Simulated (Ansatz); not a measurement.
# SiNF+ (quartet): from Hartree-Fock to the top rungs, cc-pVDZ

The task here is to estimate one member of a computed series from the others.

The runs use Ansatz 0.2.0, Gaussian basis; cc-pVDZ, core rule «outside noble gas», up to 7 orbitals frozen.

Plan: UHF; CCSD(T) on ROHF; CCSD(T) on UHF; BCCD(T) on ROHF; CISD; CCSDT(Q) on ROHF; CCSDT(Q) on UHF.

33 further runs of the same task are left out: 5 for a known fault of the program, 13 that didn't finish, 15 set aside as unsound or not needed.

**The geometry**

The geometry is a PBE0/def2-TZVP stationary point (not a proven minimum) of the parent state, kept for this charge and spin.

3 atoms, charge 1, spin multiplicity 4.

Atoms are counted from 1 here; the program's logs count them from 0.

Bond lengths: F1–Si3 1.593 Å, N2–Si3 1.670 Å. Angles: F1–Si3–N2 114.3°.

The first run:

File in.yaml:

```yaml
crystal:
  periodic: [false, false, false]
  atoms:
    - {symbol: F, position_ang: [0.000000, 0.363379, 1.250957]}
    - {symbol: N, position_ang: [0.000000, 0.458595, -1.488424]}
    - {symbol: Si, position_ang: [0.000000, -0.474516, -0.103907]}
basis:
  gaussian: {orbitals: cc-pVDZ}
total_charge: 1
magnetization: {spin_polarized: true, initial_magnetization: 3}
hamiltonian: {xc: hf}
output: {orbitals: {seedname: orbitals}}
```

The run is started by

```sh
> ansatz run in.yaml --threads 1 --pin off --events-out ev --progress --plain --max-ram 2393MiB
```

Among the steps run: UHF; CCSD(T) on ROHF; CCSD(T) on UHF; BCCD(T) on ROHF; CISD; CCSDT(Q) on ROHF; CCSDT(Q) on UHF.

One of the session's tables, all rows but one given; the rest of the session is left out.

```
   method  from UCCSDT(Q) (meV)
     ROHF              +10417.3
      UHF              +10192.4
     RMP2               +1007.5
     UMP2                +998.3
     CISD               +1166.1
    RCCSD                +331.7
    UCCSD                     ?
 RCCSD(T)                 +66.8
 UCCSD(T)                 +64.4
  BCCD(T)                 +61.2
   RCCSDT                 +29.8
   UCCSDT                 +27.5
RCCSDT(Q)                  +8.6
UCCSDT(Q)                     0
```

**Question.** Estimate the row for UCCSD.

As computed: from UCCSDT(Q) (meV): +320.8. In the column «from UCCSDT(Q) (meV)» it lies between RCCSD(T) (+66.8) and RCCSD (+331.7).

To keep in mind: Restricted and unrestricted rows rest on different reference determinants; where their highest levels disagree by more than a few hundredths of an eV, they describe different states and don't form one ladder.
